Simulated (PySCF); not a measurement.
A series of substituents X on one scaffold: allyl-X. Isolated molecules, 0 K electronic values unless said otherwise. One relaxed conformer stands for each flexible species; it need not be the lowest. Strings in code marks are SMILES.

Calculation: B3LYP-D3(BJ)/def2-TZVP in PySCF. All candidates: neutral, multiplicity 1. B3LYP has the VWN-RPA correlation part, as in Gaussian. Excitations are Tamm–Dancoff values on a coarser integration grid. The basis has no diffuse functions, so Rydberg states are missing or too high.

| Quantity | Value |
|---|---|
| HOMO | -7.35 eV |
| brightest of the four lowest singlets (TDA) | 7.62 eV |
| HOMO–LUMO gap | 7.08 eV |

Identify which member has these values.
A. `C=CCCF` (C–C–C–C torsion 116°, C–C–C–F torsion 176°)
B. `C=CCCO`
C. `C=CCC=S` (C–C–C–C torsion -118°, C–C–C–S torsion 126°)
D. `C=CC`

B, `C=CCCO`. The others give `C=CC`: -7.15 eV, 7.97 eV, 7.34 eV; `C=CCC=S` (C–C–C–C torsion -118°, C–C–C–S torsion 126°): -6.23 eV, 6.18 eV, 3.85 eV; `C=CCCF` (C–C–C–C torsion 116°, C–C–C–F torsion 176°): -7.52 eV, 7.62 eV, 7.27 eV
